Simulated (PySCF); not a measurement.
Consider `C#C[C@H](C)Cl` (C4H5Cl). Numbering: `[CH:1]#[C:2][C@H:3]([CH3:4])[Cl:5]`

Level of theory: M06-2X/def2-TZVP single points in PySCF, grid level 3; every species was optimised with PBE0-D3(BJ)/def2-SVP. Thermal corrections: GFN2-xTB frequencies, unscaled, ideal gas at 298.15 K and 1 bar, quasi-RRHO entropy. These were taken at the GFN2-xTB minima.

(1) Rank these bonds by dissociation enthalpy, weakest first.
A. C4–H
B. C3–Cl5
C. C3–C4
D. C3–H

(2) For C3–Cl5, what are ΔE (electronic) and ΔG(298 K) of the homolysis?

Answers

(1) B (299 kJ/mol), C (331 kJ/mol), D (355 kJ/mol), A (422 kJ/mol).

(2) ΔE = 308 and ΔG = 255 kJ/mol, beside ΔH = 299 kJ/mol. The radicals are `C#C[CH]C` and Cl•.

Note: spin-orbit coupling is left out of the energies, which matters for open shells on the heavier atoms; radicals beside a multiple bond are drawn in one resonance form, and their spin spreads.
